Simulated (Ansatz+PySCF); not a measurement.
The numbers below are computed, except where a source is named.
Input for PySCF 2.14.0:

```python
from pyscf import gto, scf

mol = gto.M(atom="""
N 0.000000 0.000000 -0.471050
H 0.000000 0.000000 3.297370
H 30.000000 0.000000 -0.380440
H 30.000000 0.000000 0.380440
""", basis='6-31g', charge=0, spin=2)
mf = scf.ROHF(mol)
mf.init_guess = 'minao'
mf.kernel()
while True:  # follow internal instabilities
    mo, _, stable, _ = mf.stability(return_status=True)
    if stable: break
    mf.kernel(mf.make_rdm1(mo, mf.mo_occ))
print(mf.converged, mf.e_tot, mf.spin_square()[0])
```

The script is written out from the run's settings.

Output:

- Converged: yes
- Total energy: -55.86642 hartree
- Spin squared of the determinant: 2.000

Caution: this determinant is likely not that of the ground state; an unrestricted determinant lies well below.
